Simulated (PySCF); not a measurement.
# Al(PH3)H3: 4 charge schemes on one density

Al(PH3)H3.
Structure used (PBE0-D3(BJ)/def2-SVP), in Å, numbered top down from 1:
```xyz
8
AlH6P angstrom
Al    -0.0052    0.0098   -1.4517
P     -0.0003   -0.0045    1.0811
H      0.7037    1.0169    1.7674
H      0.5477   -1.1302    1.7462
H     -1.2339    0.0784    1.7749
H      1.5864   -0.0163   -1.6326
H     -0.7769    1.4005   -1.6391
H     -0.8215   -1.3546   -1.6461
```

Density: PBE0/pcSseg-1 (pcSseg-2 on Al) (PySCF); schemes: Mulliken, IAO, Hirshfeld and ESP-fitted. Geometry: PBE0-D3(BJ)/def2-SVP; no solvent, vibrations or thermal averaging.

Problem. Give the atomic charges in each scheme.

Solution. In e:

```
atom                      environment  Mulliken     IAO  Hirshfeld  ESP-fitted
 Al1    aluminium bonded to P and 3 H    +0.433  +0.300     +0.261      +0.653
  P2  phosphorus bonded to Al and 3 H    -0.093  +0.255     +0.227      -0.005
  H3                   hydrogen on P2    +0.093  +0.022     +0.028      +0.081
  H4                   hydrogen on P2    +0.093  +0.022     +0.028      +0.079
  H5                   hydrogen on P2    +0.093  +0.022     +0.028      +0.079
  H6                  hydrogen on Al1    -0.207  -0.207     -0.191      -0.296
  H7                  hydrogen on Al1    -0.206  -0.207     -0.191      -0.296
  H8                  hydrogen on Al1    -0.206  -0.207     -0.191      -0.296
```

Mean size of the charges over all atoms: ESP-fitted 0.223 e, Mulliken 0.178 e, IAO 0.155 e, Hirshfeld 0.143 e. Each set sums to the total charge, 0, to within 0.001 e. The ESP scheme is a least-squares fit of atom-centred charges to the potential on four shells outside the van der Waals surface, with the total charge fixed.

Lowest charge. All schemes pick atoms of one kind: Mulliken H6 (-0.207); IAO H6, H7 and H8 (-0.207); Hirshfeld H6, H7 and H8 (-0.191); ESP-fitted H6, H7 and H8 (-0.296).

Highest charge. All schemes agree: Mulliken Al1 (+0.433); IAO Al1 (+0.300); Hirshfeld Al1 (+0.261); ESP-fitted Al1 (+0.653).

Problem. Sum the charges by element, for elements with more than one atom.

Solution. 
| element | atoms | Mulliken | IAO | Hirshfeld | ESP-fitted |
| --- | --- | --- | --- | --- | --- |
| H | 6 | -0.340 | -0.555 | -0.488 | -0.648 |

Problem. How many electrons does the Mulliken scheme count on P2?

Solution. Z − q = 15 − (-0.093) ≈ 15.094.
